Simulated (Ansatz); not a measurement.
`CCC(O)(O)F`. The species carries charge 0 and has multiplicity 1.

Cartesian coordinates in Å:
```
C 0.154 -0.744 -1.464
C 0.575 0.281 -0.429
C -0.410 0.411 0.714
O -0.656 -0.773 1.399
O 0.029 1.404 1.557
F -1.643 0.752 0.222
H 0.040 -1.734 -1.020
H 0.900 -0.811 -2.258
H -0.800 -0.470 -1.918
H 0.681 1.272 -0.875
H 1.547 0.027 0.005
H 0.178 -1.068 1.776
H -0.595 1.453 2.291
```

(1) Give the diagnostics of a CCSD(T)/def2-TZVPP run (frozen core, the Gaussian-basis code of Ansatz). (Best estimate.)

Results:

(1) The calculation gave: T1 = 0.0107, largest single amplitude 0.011, largest double 0.015, (T) share of the correlation energy 3.5 %, 9 CCSD cycles. The RHF solution is stable towards an unrestricted one. T1 lies under the customary mark of 0.02 for closed shells.
